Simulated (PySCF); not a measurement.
Compound: H7NSi2.
SMILES: `[SiH3]N[SiH3]`

The closed-shell ground state was solved at several levels (PySCF, density fitting, gas phase, non-relativistic). Isolated species at its PBE0-D3(BJ)/def2-SVP geometry, gas phase.

```json
{"level": "KT3/pcSseg-2", "basis functions": "220", "HOMO (eV)": "-6.28", "LUMO (eV)": "-1.09", "gap (eV)": "5.19", "dipole (D)": "0.84"}
{"level": "PBE0/pcSseg-1", "basis functions": "100", "HOMO (eV)": "-7.47", "LUMO (eV)": "0.15", "gap (eV)": "7.62", "dipole (D)": "0.86"}
```

(1) Estimate the row for wB97X-D/def2-SVPD, a basis of 124 functions; the other rows only guide the guess.

(2) Over all these levels, which gives the widest orbital gap and which the narrowest?

(3) How far do the dipole and the HOMO energy spread over the levels?

Answers

(1) HOMO -9.36 eV, LUMO 1.57 eV, gap 10.93 eV, dipole 0.89 D.

(2) wB97X-D/def2-SVPD (range-separated hybrid) has the widest, 10.93 eV, and KT3/pcSseg-2 (GGA) the narrowest, 5.19 eV. Functional and basis both differ between the two, so the spread mixes both effects.

(3) The dipole runs from 0.84 to 0.89 D (mean 0.86 D) and the HOMO from -9.36 to -6.28 eV.
